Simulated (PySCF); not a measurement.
Cards and structures have been mixed up. Pair them.

Structures:
1. `P=S` (HPS)
2. `[OH2]->[Cu+]<-[OH2]` ([CuH4O2]+)
3. `CC(C)CCl` (C4H9Cl)
4. `C[Si](C)(C)Cl` (C3H9ClSi)
5. `C#CS(F)(F)(F)(F)F` (C2HF5S)

Card P (geometry PBE0-D3(BJ)/def2-SVP):
- Rotational constants A, B, C: 260.204, 8.343, 8.084 GHz
- Static isotropic polarisability (wB97X-D/def2-SVPD): 46.0 au
- Point group: Cs
- Lowest triplet excitation (Tamm–Dancoff) (TDA wB97X-D/def2-SVPD): 0.95 eV
- Vertical ionisation energy (ΔSCF wB97X-D/def2-SVPD): 9.37 eV
- Lowest singlet excitation (TDDFT wB97X-D/def2-SVPD): 1.53 eV (810 nm, f = 0.001)
- HOMO energy (wB97X-D/def2-SVPD): -8.75 eV

Card Q (geometry PBE0-D3(BJ)/def2-TZVP):
* Rotational constants A, B, C: 2.663, 1.734, 1.734 GHz
* Isotropic shieldings of nuclei other than C and H, by class (GIAO PBE0/pcSseg-2): 87 (4 F), 94 (1 F), 344 (1 S) ppm
* HOMO energy (PBE0/pcSseg-2): -9.47 eV
* Point group: C4v
* Dipole moment (PBE0/pcSseg-2): 2.58 D
* 13C chemical shifts (computed TMS as zero) by class (GIAO PBE0/pcSseg-2): 90.3 (1 C), 73.9 (1 C) ppm

Card R (geometry PBE0-D3(BJ)/def2-SVP):
* Rotational constants A, B, C: 203.033, 3.577, 3.517 GHz
* Static isotropic polarisability (wB97X-D/def2-SVPD): 25.5 au
* Largest of the computed one-bond spin–spin couplings (means over like bonds) (PBE/pcJ-1 (pcSseg-1 on Cu)): 17O–1H -101.5 (×4) Hz
* Vertical ionisation energy (ΔSCF wB97X-D/def2-SVPD): 15.45 eV
* Lowest triplet excitation (Tamm–Dancoff) (TDA wB97X-D/def2-SVPD): 4.20 eV

Card S (geometry PBE0-D3(BJ)/def2-TZVP):
* Rotational constants A, B, C: 3.146, 2.189, 2.188 GHz
* Dipole moment (B97-2/pcSseg-2): 2.33 D
* 13C chemical shifts (computed TMS as zero) by class (GIAO B97-2/pcSseg-2): 3.7 (3 C) ppm
* HOMO energy (B97-2/pcSseg-2): -8.13 eV
* Isotropic shieldings of nuclei other than C and H, by class (GIAO B97-2/pcSseg-2): 315 (1 Si), 929 (1 Cl) ppm

Card T (geometry PBE0-D3(BJ)/def2-TZVP):
* Rotational constants A, B, C: 7.608, 2.160, 1.806 GHz
* HOMO energy (B97-2/pcSseg-2): -8.04 eV
* Dipole moment (B97-2/pcSseg-2): 2.14 D
* Point group: C1

Each SMILES stands for a single optimised conformer of the isolated species, non-relativistic unless stated; the electronic structure was computed with PySCF and density fitting. NMR classes are plain means over equivalent atoms (diastereotopic ones count apart unless rotation or inversion swaps them), as if these changed places fast.

Which card belongs to which structure?

P = 1, Q = 5, R = 2, S = 4, T = 3. What ties each card to its structure:
- 1 (card P), HPS, monoisotopic mass 64.0 u, 2 heavy atoms: point group Cs; an asymmetric top with C = 8.084 GHz, the highest such constant on the cards; polarisability 46.0 au for 32 electrons.
- 2 (card R), [CuH4O2]+, monoisotopic mass 99.0 u, 3 heavy atoms: a nearly prolate symmetric top with C = 3.517 GHz; polarisability 25.5 au for 48 electrons.
- 3 (card T), C4H9Cl, monoisotopic mass 92.0 u, 5 heavy atoms: point group C1; an asymmetric top with C = 1.806 GHz; dipole 2.14 D.
- 4 (card S), C3H9ClSi, monoisotopic mass 108.0 u, 5 heavy atoms: 3 C in 1 class; a nearly prolate symmetric top with C = 2.188 GHz; dipole 2.33 D.
- 5 (card Q), C2HF5S, monoisotopic mass 152.0 u, 8 heavy atoms: 2 C in 2 classes; point group C4v; the least shielded carbon (90.3 ppm) is an alkyne carbon; a prolate symmetric top with C = 1.734 GHz, the lowest such constant on the cards; dipole 2.58 D.
